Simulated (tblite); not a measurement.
Compound: C₄H₅O (doublet state).
SMILES with atom numbers: `[CH2:1]=[C:2][C:3]([CH3:4])=[O:5]` (hydrogens: H6, H7 on C1; H8, H9, H10 on C4)

A start from a force field or distance geometry was refined with GFN2-xTB geometry optimisation, gas phase (tblite). Values at the start:

```json
{"coordinate": "C1=C2", "start": "1.321 Å"}
{"coordinate": "C1–H6", "start": "1.091 Å"}
{"coordinate": "C1–H7", "start": "1.071 Å"}
{"coordinate": "C2–C3", "start": "1.447 Å"}
{"coordinate": "C3–C4", "start": "1.474 Å"}
{"coordinate": "C3=O5", "start": "1.265 Å"}
{"coordinate": "C4–H8", "start": "1.110 Å"}
{"coordinate": "C1–C2–C3", "start": "119.6°"}
{"coordinate": "C2–C3–C4", "start": "122.4°"}
{"coordinate": "C2–C3–O5", "start": "116.6°"}
{"coordinate": "C4–C3–O5", "start": "121.0°"}
```

**Question.** How do these coordinates change at the GFN2-xTB level?

**Answer.** 
```json
{"coordinate": "C2–C3", "GFN2-xTB (Å or °)": "1.391", "change": "-0.056"}
{"coordinate": "C3–C4", "GFN2-xTB (Å or °)": "1.519", "change": "+0.045"}
{"coordinate": "C1=C2", "GFN2-xTB (Å or °)": "1.282", "change": "-0.039"}
{"coordinate": "C3=O5", "GFN2-xTB (Å or °)": "1.231", "change": "-0.034"}
{"coordinate": "C4–H8", "GFN2-xTB (Å or °)": "1.087", "change": "-0.023"}
{"coordinate": "C1–H7", "GFN2-xTB (Å or °)": "1.084", "change": "+0.013"}
{"coordinate": "C1–H6", "GFN2-xTB (Å or °)": "1.084", "change": "-0.007"}
{"coordinate": "C1–C2–C3", "GFN2-xTB (Å or °)": "177.3", "change": "+57.7"}
{"coordinate": "C2–C3–C4", "GFN2-xTB (Å or °)": "114.5", "change": "-7.9"}
{"coordinate": "C2–C3–O5", "GFN2-xTB (Å or °)": "122.9", "change": "+6.3"}
{"coordinate": "C4–C3–O5", "GFN2-xTB (Å or °)": "122.6", "change": "+1.6"}
```

The energy falls by 1.041 eV over 108 L-BFGS steps, the largest force on an atom goes from 5.75 to 0.009 eV/Å, and the atoms move by 0.805 Å rms after alignment. The bond that changes most is C2–C3 (ends: carbon bonded to 2 C; carbon bonded to 2 C and O), which shortens by 0.056 Å. Bonds longer at the end by more than 0.005 Å: 2 of 9; shorter: 7. Among the dihedrals that turn most is O5–C3–C4–H9, from -133° to -102°. Rotational constants go from 9477, 4544, 3132 to 9788, 3837, 2858 MHz.

Time: 0.3 s. Hardware: an Arm Neoverse V2 with one thread (shared host).

Its GFN2-xTB frequencies are all real (lowest 19 cm⁻¹).

The numbers are calculated, not measured.
